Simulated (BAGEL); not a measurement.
# N2H4 (hydrazine): B3LYP/cc-pVTZ (density fitting with qzvpp-jkfit)

Aim: the energy change on altering one bond length of N2H4 (hydrazine) at B3LYP/cc-pVTZ (density fitting with qzvpp-jkfit), from 2 runs. 

The calculation is run with BAGEL 1.2.2.

8 further runs of the same task are left out: 8 set aside as unsound or not needed.

### Step 1. The system as given

N2H4: 6 atoms, total charge 0, spin state singlet. As SMILES, `NN`. Geometry: relaxed at PBE0-D4/def2-TZVP. This is one conformer, not always the lowest.

Bond lengths: N1–N2 1.415 Å, N1–H3 1.014 Å, N1–H4 1.011 Å, N2–H5 1.014 Å, N2–H6 1.011 Å. Angles: N1–N2–H5 112.7°, N1–N2–H6 108.2°, N2–N1–H3 112.7°, N2–N1–H4 108.2°, H5–N2–H6 108.3°, H3–N1–H4 108.3°.

### Step 2. A single-point energy at B3LYP/cc-pVTZ (density fitting with qzvpp-jkfit)

File job.json:

```json
{ "bagel" : [

{
  "title" : "molecule",
  "basis" : "cc-pvtz.json",
  "df_basis" : "qzvpp-jkfit",
  "angstrom" : true,
  "geometry" : [
    { "atom" : "N", "xyz" : [      -0.135100,      -0.701700,       0.195900 ] },
    { "atom" : "N", "xyz" : [       0.447300,       0.583800,       0.089900 ] },
    { "atom" : "H", "xyz" : [      -1.076200,      -0.737600,      -0.180500 ] },
    { "atom" : "H", "xyz" : [       0.438700,      -1.352200,      -0.322700 ] },
    { "atom" : "H", "xyz" : [       0.103900,       1.104700,      -0.709700 ] },
    { "atom" : "H", "xyz" : [       0.221500,       1.102900,       0.927100 ] }
  ]
},

{
  "title" : "ks",
  "xc_func" : "b3lyp"
},

{
  "title" : "print",
  "file" : "orbitals.molden",
  "orbitals" : true
}

]}
```

The basis set cc-pVTZ is read from a file made from the Basis Set Exchange's data (not shown).

Run with:

```console
BAGEL_NUM_THREADS=1 BAGEL job.json > job.out
```

Standard output:

```text
* using 1 threads per process

  ===============================================================
  ===============================================================

  *** Geometry ***

  { "atom" : "N", "xyz" : [     -0.255302,     -1.326021,      0.370197 ] },
  { "atom" : "N", "xyz" : [      0.845274,      1.103222,      0.169886 ] },
  { "atom" : "H", "xyz" : [     -2.033723,     -1.393862,     -0.341096 ] },
  { "atom" : "H", "xyz" : [      0.829023,     -2.555288,     -0.609815 ] },
  { "atom" : "H", "xyz" : [      0.196343,      2.087580,     -1.341139 ] },
  { "atom" : "H", "xyz" : [      0.418574,      2.084179,      1.751965 ] },

  Number of auxiliary basis functions:      226

  Since a DF basis is specified, we compute 2- and 3-index integrals:
    o Being stored without compression. Storage requirement is 0.024 GB

  Number of basis functions:      116
  Number of electrons      :       18

    * METHOD: MOLECULE                             0.09

  *** Kohn-Sham DFT ***

    * Removing 9265 points whose weight is below 1.00e-10
    * Grid points: 80171

  === Nuclear Repulsion ===
    41.8337110163

       - DIIS with orbital gradients will be used.

  === KS iteration (b3lyp / cc-pvtz.json) ===
      0        -88.01622484          0.12091304           0.36
      1        -95.07585391          0.14890009           0.36
      2       -101.48707674          0.12880634           0.35
      3       -111.76874627          0.02140055           0.31
      4       -111.87620315          0.01223331           0.34
      5       -111.88981544          0.00906888           0.39
      6       -111.90554042          0.00564767           0.37
      7       -111.91550342          0.00101056           0.32
      8       -111.91570844          0.00007529           0.34
      9       -111.91570944          0.00003297           0.34
     10       -111.91570964          0.00000217           0.31
     11       -111.91570964          0.00000094           0.30
     12       -111.91570964          0.00000058           0.29
     13       -111.91570964          0.00000009           0.31
     14       -111.91570964          0.00000006           0.30
     15       -111.91570964          0.00000000           0.29
    * SCF iteration converged.

    * Permanent dipole moment:
           (    0.523741,    -0.197759,     0.479510) a.u.

    * METHOD: KS                                   5.81

    * METHOD: PRINT                                0.02

  ===============================================================
```

Wall time 6.3 s (1 thread of Intel Xeon Platinum 8488C (Sapphire Rapids), shared host); peak memory 0.42 GiB.

### Step 3. The distorted shape at the same level

File dft.json:

```json
{ "bagel": [

{
  "title": "molecule",
  "basis": "cc-pvtz.json",
  "df_basis": "qzvpp-jkfit",
  "angstrom": true,
  "geometry": [
    { "atom": "N", "xyz": [      -0.307240,      -0.506550,       0.351480 ] },
    { "atom": "N", "xyz": [       0.275160,       0.778950,       0.245480 ] },
    { "atom": "H", "xyz": [      -1.248340,      -0.542450,      -0.024920 ] },
    { "atom": "H", "xyz": [       0.438700,      -1.352200,      -0.322700 ] },
    { "atom": "H", "xyz": [      -0.068240,       1.299850,      -0.554120 ] },
    { "atom": "H", "xyz": [       0.049360,       1.298050,       1.082680 ] }
  ]
},

{
  "title": "ks",
  "xc_func": "b3lyp"
},

{
  "title": "print",
  "file": "orbitals.molden",
  "orbitals": true
}

]}
```

The basis set cc-pVTZ is read from a file made from the Basis Set Exchange's data (not shown).

Run with:

```console
BAGEL_NUM_THREADS=1 BAGEL dft.json > dft.out
```

Standard output:

```text
* using 1 threads per process

  ===============================================================
  ===============================================================

  *** Geometry ***

  { "atom" : "N", "xyz" : [     -0.580599,     -0.957241,      0.664201 ] },
  { "atom" : "N", "xyz" : [      0.519977,      1.472002,      0.463890 ] },
  { "atom" : "H", "xyz" : [     -2.359021,     -1.025082,     -0.047092 ] },
  { "atom" : "H", "xyz" : [      0.829023,     -2.555288,     -0.609815 ] },
  { "atom" : "H", "xyz" : [     -0.128955,      2.456361,     -1.047135 ] },
  { "atom" : "H", "xyz" : [      0.093277,      2.452959,      2.045969 ] },

  Number of auxiliary basis functions:      226

  Since a DF basis is specified, we compute 2- and 3-index integrals:
    o Being stored without compression. Storage requirement is 0.024 GB

  Number of basis functions:      116
  Number of electrons      :       18

    * METHOD: MOLECULE                             0.11

  *** Kohn-Sham DFT ***

    * Removing 8875 points whose weight is below 1.00e-10
    * Grid points: 80561

  === Nuclear Repulsion ===
    40.7160957070

       - DIIS with orbital gradients will be used.

  === KS iteration (b3lyp / cc-pvtz.json) ===
      0        -87.05411966          0.12104935           0.37
      1        -93.47518418          0.12963050           0.33
      2        -98.81726344          0.14055840           0.33
      3       -110.94031404          0.04325790           0.34
      4       -111.21832493          0.04370743           0.33
      5       -111.67839900          0.02498330           0.33
      6       -111.77366193          0.01756272           0.33
      7       -111.87475194          0.00190235           0.34
      8       -111.87555063          0.00049241           0.33
      9       -111.87563792          0.00008401           0.31
     10       -111.87563925          0.00005460           0.43
     11       -111.87564021          0.00000631           0.31
     12       -111.87564023          0.00000361           0.35
     13       -111.87564023          0.00000061           0.35
     14       -111.87564023          0.00000013           0.38
     15       -111.87564023          0.00000001           0.34
     16       -111.87564023          0.00000001           0.34
    * SCF iteration converged.

    * Permanent dipole moment:
           (    0.527254,    -0.272407,     0.457107) a.u.

    * METHOD: KS                                   6.49

    * METHOD: PRINT                                0.03

  ===============================================================
```

Wall time 7.2 s (1 thread of Intel Xeon Platinum 8488C (Sapphire Rapids), shared host); peak memory 0.42 GiB.

### Step 4. Outcome

At B3LYP/cc-pVTZ (density fitting with qzvpp-jkfit):

| quantity | value |
| --- | --- |
| first shape: total energy | -111.91571 Eh |
| first shape: dipole moment | 1.87 D |
| first shape: HOMO energy | -6.77 eV |
| first shape: LUMO energy | 0.83 eV |
| first shape: HOMO–LUMO gap | 7.60 eV |
| distorted shape: total energy | -111.87564 Eh |
| distorted shape: dipole moment | 1.90 D |
| distorted shape: HOMO energy | -6.72 eV |
| distorted shape: LUMO energy | 0.12 eV |
| distorted shape: HOMO–LUMO gap | 6.84 eV |
| energy change with the N1–H4 bond stretched from 1.011 to 1.314 Å | 1.090 eV |

What this shows: With the N1–H4 bond stretched from 1.011 to 1.314 Å the energy rises by 1.09 eV (25 kcal/mol). The first shape isn't relaxed at this level, so the change isn't measured from a minimum.
